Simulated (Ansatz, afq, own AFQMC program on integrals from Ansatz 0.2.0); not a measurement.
## Re⁺, septet in def2-TZVPP, levels against CCSDT(Q)

A free Re cation.

Basis def2-TZVPP with its core potentials. Noble-gas cores (and the filled d shells of Ga–Kr and In–Xe) are frozen. Ansatz 0.2.0 and our own AFQMC program on the same integrals; the CISD trial comes from CCSD amplitudes, and released means the phaseless constraint is let go. Error bars are statistical, one sigma. No spin–orbit coupling. The metal's outer-core s and p shells are frozen, which shifts wave-function levels against functionals.

Determinant: UHF, the one that the program's search chose, which needn't be the lowest solution.

No full CI on the walks' own integrals is used here; CCSDT(Q) serves as the reference and is uncertain by about the last step of the cluster series.

Cautions: no spin-orbit coupling; outer-core shells of the metal frozen.

* T1 diagnostic: 0.0040
* weight of the determinant in the CISD state: 0.969
* ⟨S²⟩ of the determinant: 12.004
* size of the correlated space: 6 electrons in 52 orbitals

Reference: CCSDT(Q), correlation energy -2.233 eV. The released energy is read at 4.20 1/Eh (meV from the phaseless value at times in 1/Eh: -1.1 ± 0.4 at 0.60, -2.1 ± 0.8 at 1.20, -2.4 ± 0.4 at 2.00, -2.5 ± 0.4 at 3.00, -3.1 ± 0.5 at 4.20).

```tsv
level	E − E(reference) (kJ/mol)	share of correlation (%)
HF	215.5	0.00
MP2	23.0	89.33
CCSD	4.4	97.97
CCSD(T)	0.5	99.78
CCSDT	0.0	99.98
ph-AFQMC/CISD	0.2 ± 0.06	99.89
released AFQMC	-0.1 ± 0.05	100.03
```

A walk keeps the symmetry of its determinant, which the program's search chose and which needn't be the lowest solution, so a lower state of the same spin and another symmetry isn't excluded. Released energies are given only where the last usable release times agree within the noise; a slower fall can still hide under it.
